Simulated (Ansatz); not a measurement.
```yaml
crystal:
  periodic: [false, false, false]
  atoms:
    - {symbol: B, position_ang: [-0.510173, -1.201646, -0.010279]}
    - {symbol: Ge, position_ang: [-0.438280, 0.696228, 0.005756]}
    - {symbol: P, position_ang: [1.205929, -1.213383, -0.009910]}
basis:
  gaussian: {orbitals: def2-TZVP}
hamiltonian: {xc: pbe0}
relax: {f_tol: 0.004, max_steps: 80}
```

```sh
$ ansatz run in.yaml --threads 1 --pin off --events-out ev --progress --plain --max-ram 2176MiB
```

Steps of the relaxation (energy above the last step; positions in Å, forces in eV/Å):

```
3
step 1, 12.4 meV
B    -0.510   -1.202   -0.010    0.209   -0.565   -0.005
Ge   -0.438    0.696    0.006   -0.107    0.712    0.006
P     1.206   -1.213   -0.010   -0.102   -0.147   -0.001
```

```
3
step 2, 1.2 meV
B    -0.504   -1.206   -0.010    0.072   -0.161   -0.001
Ge   -0.447    0.712    0.006   -0.038    0.210    0.002
P     1.209   -1.224   -0.010   -0.034   -0.049    0.000
```

```
3
step 3, 0.0 meV
B    -0.501   -1.208   -0.010    0.007    0.002    0.000
Ge   -0.452    0.719    0.006   -0.003    0.000    0.000
P     1.210   -1.230   -0.010   -0.004   -0.003    0.000
```

```
3
step 4, 0.0 meV
B    -0.500   -1.207   -0.010    0.002   -0.001    0.000
Ge   -0.453    0.719    0.006    0.001    0.000    0.000
P     1.211   -1.231   -0.010   -0.003    0.001    0.000
```

Close pairs at the end: B1–P3 1.711 Å, B1–Ge2 1.927 Å, Ge2–P3 2.563 Å.

A stationary point of restricted PBE0 after 4 steps (its stability towards spin polarisation wasn't tested); no frequencies were run, so it isn't proven a minimum. 12 s on 1 thread of AMD EPYC 7R13, shared host.
